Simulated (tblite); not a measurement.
# C5H10N: the cost of one run

The runs use tblite 0.8.0 and PySCF 2.14.0, with density-fitted response routines of our own; the level of theory stands in each step. All values are computed, except where a source is named. Atoms count from 0, in the outputs and in this text.

### 1 Starting geometry

16 atoms, charge 0, multiplicity 2; geometry from: force field or distance geometry start.

Bonds of the start (Å): C0–C1 1.50, C1–C2 1.29, C2–C3 1.48, C3–C4 1.53, C3–N5 1.45, C0–H6 1.09, C0–H7 1.09, C0–H8 1.10, C1–H9 1.09, C3–H10 1.10, C4–H11 1.10, C4–H12 1.09, C4–H13 1.11, N5–H14 1.03, N5–H15 1.01.

### 2 Geometry optimisation with GFN2-xTB

What the job is given:

```
{"job": {"kind": "relax", "xc": "GFN2-xTB", "basis": "xTB"}, "charge": 0, "multiplicity": 2}
C      2.444500    -0.581100    -0.013800
C      1.483600     0.284100     0.747300
C      0.212700     0.333700     0.554900
C     -1.245400     0.412700     0.301300
C     -1.766200    -0.916000    -0.240700
N     -1.518600     1.481100    -0.638300
H      3.196100     0.047000    -0.499700
H      2.947400    -1.271300     0.665900
H      1.928600    -1.161700    -0.786000
H      1.909700     0.891400     1.551200
H     -1.767800     0.622000     1.247100
H     -2.848100    -0.868500    -0.429300
H     -1.588200    -1.731800     0.467500
H     -1.269200    -1.181500    -1.194300
H     -1.122700     2.352600    -0.260100
H     -1.004200     1.296200    -1.484400
```

Command:

```
$ OMP_NUM_THREADS=1 python probes_run.py task.json out
```

One launch serves the whole session: the jobs run in the order shown.

Q: Estimate the wall time of this first job on 1 thread of Intel Xeon at 2.50GHz, shared host.

About 2.1 s.
